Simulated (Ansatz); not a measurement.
Forms of GaPH and their order

Ansatz 0.2.0, basis cc-pVDZ; geometries are PBE0/def2-TZVP minima. Wave-function levels freeze the cores with the filled d shells of p-block atoms; HF, MP2 and coupled cluster are restricted for singlets and unrestricted otherwise, restricted open-shell where a d shell is frozen, Kohn–Sham unrestricted where that lies lower. The reference is CCSDT(Q) (coupled cluster only where its series has nearly closed). Semilocal and hybrid functionals correlate all electrons outside any core potential and usually lie nearer their basis limit than the reference, so part of their error here is the reference's basis and frozen-core error; RPA and the MP2 part of double hybrids freeze the same cores as the reference. None of these values is a measured one. Energies are electronic, without zero-point terms. No spin–orbit coupling and no scalar relativity. The set is small: such energies can lie up to about 0.3 eV from the limit, spin gaps mostly less, so near ties and functionals' places can change in larger sets. The species are chosen: bound, without strong static correlation by their natural occupations or amplitudes, and with a ladder that closes on the reference, so errors are smaller than for species at large; levels whose determinant breaks symmetry or spin markedly are left out.

A. doublet; P–Ga 2.448, P–H 1.433, angle at P 85°. Coordinates (Å): P 0.000 -0.073 1.678; Ga 0.000 0.013 -0.769; H 0.000 1.358 1.614
B. doublet; P–Ga 2.128, Ga–H 1.551, angle at Ga 180°. Coordinates (Å): P 0.000 0.000 1.936; Ga 0.000 0.000 -0.192; H 0.000 0.000 -1.744
C. quartet; P–Ga 2.402, Ga–H 1.615, angle at Ga 115°. Coordinates (Å): P 0.000 0.046 1.677; Ga 0.000 -0.041 -0.724; H 0.000 1.394 -1.465

Question: From bonding and spin, estimate the order of these in energy at CCSDT(Q), each at its own geometry.

Answer: At CCSDT(Q), above the lowest of those listed: A (0.0 kcal/mol), B (14.8 kcal/mol), C (34.1 kcal/mol).

```
   level  B less A (kcal/mol)  C less A (kcal/mol)
CCSDT(Q)                 14.8                 34.1
      HF                 17.2                 20.3
     MP2                 13.0                 32.5
 CCSD(T)                 15.1                 34.1
     PBE                 13.0                 38.7
  r2SCAN                 10.5                 34.0
   B3LYP                 15.7                 39.6
  B2PLYP                 14.4                 37.5
 RPA-PBE                 15.8                 36.9
```

Every level shown puts the same form lowest.

The geometries are PBE0's, not this basis's own minima.
